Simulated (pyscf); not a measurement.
hydroxymethyl (•H₂C–OH), doublet

Gas-phase minimum from PySCF at ωB97X-D3(BJ)/def2-SVP, one conformer. Other isomers of •H₂C–OH were not searched in full and may lie lower. 

```xyz
5

C      0.3634    -0.6294     0.3744
O      1.1717    -0.0220    -0.5336
H      0.6627    -0.6354     1.4296
H     -0.6950    -0.6135     0.1030
H      2.0746    -0.0122    -0.1962
```
Charge 0, spin multiplicity 2.

Bond lengths (Å): C1–O2 1.359, C1–H3 1.097, C1–H4 1.093, O2–H5 0.964. Angles (°): O2–C1–H3 118.9, O2–C1–H4 113.8, H3–C1–H4 120.2, C1–O2–H5 109.1.

Properties at ωB97X-D3(BJ)/def2-SVP:

```json
{
  "harmonic_wavenumbers_unscaled": "447, 614, 1060, 1269, 1357, 1492, 3141, 3290, 3894 cm⁻¹",
  "zero_point_energy": "23.7 kcal/mol",
  "rotational_symmetry_number": "1",
  "Entropy of this conformer at 298 K and 1 atm, rigid rotor and harmonic oscillator, modes under 100 cm⁻¹ raised to 100": "239.7 J/(mol K)",
  "dipole_moment": "1.56 D",
  "Spin expectation value S2": "0.753"
}
```

Single-point totals, which compare only within one level (frozen core for MP2 and CC):

```tsv
level	total energy (hartree)
ωB97X-D3(BJ)/def2-TZVP	-115.13997
PBE/def2-TZVP	-114.97358
r²SCAN/def2-TZVP	-115.04738
B3LYP-D3(BJ)/def2-TZVP	-115.11597
PBE0-D3(BJ)/def2-TZVP	-114.97995
M06-2X/def2-TZVP	-115.05374
ωB97M-D3(BJ)/def2-TZVP	-115.13004
UHF/def2-TZVPP	-114.46774
MP2/def2-TZVPP	-114.85939
CCSD/def2-TZVPP	-114.87814
CCSD(T)/def2-TZVPP	-114.89214
```

The CCSD(T) − MP2 part came from Ansatz, without density fitting, on the same reference.
